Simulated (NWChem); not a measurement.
Molecule: ethylamine (C₂H₇N); SMILES CCN

```xyz
10

C      0.2599    -1.2361    -0.0315
C     -0.5555     0.0424     0.0220
N      0.3032     1.2074    -0.0817
H     -0.3865    -2.1265    -0.0048
H      0.8663    -1.2666    -0.9493
H      0.9499    -1.3026     0.8263
H     -1.1931     0.0241     0.9335
H     -1.2549     0.0585    -0.8317
H     -0.2493     2.0621    -0.0738
H      0.9183     1.2617     0.7291
```
Atoms are numbered in this order, from 1.

Program: NWChem. Medium grid unless said otherwise, to which SCAN and Minnesota functionals are sensitive. The geometry was optimised at PBE0/def2-SVP.

Task: Estimate the computed values for M06-2X/def2-TZVPD. Quantities: highest occupied level (eV); orbital gap (eV); dipole (D).

Result: 
- highest occupied level (eV): -8.36
- orbital gap (eV): 8.89
- dipole (D): 1.29
